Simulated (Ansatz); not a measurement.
Saddle point of C2H6O, closed shell (C₂H₆O (CCO) → C₂H₄ (C=C) + H₂O; bonds formed: O1–H8; bonds broken: O1–C2, C5–H8), PBE0-D4/def2-TZVP structure:

```xyz
9
angstrom
O -1.0909 -0.9795 0.2383
C -0.1161 0.2915 -0.6365
H -0.9583 0.9208 -0.8995
H 0.2676 -0.3039 -1.4594
C 0.7067 0.6064 0.4687
H 0.5060 1.5204 1.0151
H 1.7397 0.2783 0.4507
H -0.1811 -0.4596 0.8801
H -0.8737 -1.8745 -0.0574
```

Energies are electronic, without zero-point energy. Barriers and step energies count from the start structure reached by relaxing down the imaginary mode; all methods use the PBE0-D4 structures, on which another method's saddle can fall below an end. Computed with Ansatz 0.2.0 (basis: def2-TZVPP, with def2-QZVPP for the basis limit); correlated methods freeze the cores. B3LYP uses VWN-RPA correlation. Extrapolation: Hartree–Fock as exp(−7.88 √X), correlation as X^−2.97.

| method | barrier (eV) | step energy (eV) |
| --- | --- | --- |
| SPW92 | ? | 0.907 |
| PBE-D4 | ? | 0.608 |
| BLYP-D4 | 2.645 | 0.410 |
| r2SCAN-D4 | 2.851 | 0.644 |
| B97M-V | 3.020 | 0.615 |
| PBE0-D4 | 2.988 | 0.706 |
| B3LYP-D4 | 2.933 | 0.512 |
| r2SCAN0-D4 | 3.096 | 0.710 |
| BHLYP-D4 | 3.315 | 0.617 |
| CAM-B3LYP-D4 | 3.064 | 0.623 |
| wB97X-V | 3.137 | 0.713 |
| wB97M-V | 3.012 | 0.594 |
| B2PLYP | 2.985 | 0.517 |
| PBE-QIDH | 3.160 | 0.724 |
| RPA on PBE | ? | 0.540 |
| HF | 3.838 | 0.528 |
| MP2 | 3.019 | 0.557 |
| CCSD | 3.265 | 0.546 |
| CCSD(T) | 3.086 | 0.521 |

Problem. Fill in the withheld barriers. (An estimate is asked for; the value comes from the calculation.)

Solution. Computed: SPW92 2.556; RPA on PBE 3.023; PBE-D4 2.637 eV. Each is the energy of the saddle less that of the start structure, by the same method.

For comparison, the barrier by CCSD(T) at an estimated basis limit (MP2 extrapolated from triple and quadruple zeta, plus CCSD(T) − MP2 in triple zeta) is 3.070 eV.

T1 diagnostic: at most 0.018.

For scale, one of the runs: CCSD(T)/def2-TZVPP, 177 basis functions, launched by `ansatz run in.yaml --threads 2 --pin off --events-out ev --progress --plain --max-ram 4352MiB`. Hardware: 2 CPU threads of an Intel Xeon Platinum 8223CL, shared host. Wall time 25 s; peak host memory 1.8 GiB.
